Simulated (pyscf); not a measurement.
Thermochemistry of product channels of HS–Ti(Cl)(Cl)–Cl + H atom (H•) on the doublet surface, in kcal/mol, from ωB97M-D3(BJ)/def2-TZVP energies (ideal gas, 1 atm, RRHO with modes under 100 cm⁻¹ raised to 100, one conformer, R ln 2 for chiral ones without a mode under 150 cm⁻¹). Optimised with ωB97X-D3(BJ)/def2-SVP in PySCF.

```
products                                    ΔE  ΔH(298 K)  ΔG(298 K)   ΔG(900 K)
----------------------------------  ----------  ---------  ---------  ----------
H₂S + [Cl–Ti(Cl)–Cl]•               (withheld)      -33.9      -36.6  (withheld)
[S–Ti(Cl)(Cl)–Cl]• + hydrogen (H₂)       -14.7      -13.2      -13.9       -14.8
```

What belongs in the gaps?


- H₂S + [Cl–Ti(Cl)–Cl]•, ΔE: -36.9
- H₂S + [Cl–Ti(Cl)–Cl]•, ΔG(900 K): -40.2

These are energies of the channels, which say nothing of barriers. Open-shell species with a d-block atom are single-reference here; other states, and whether the spin sits on metal or ligand, were not checked.
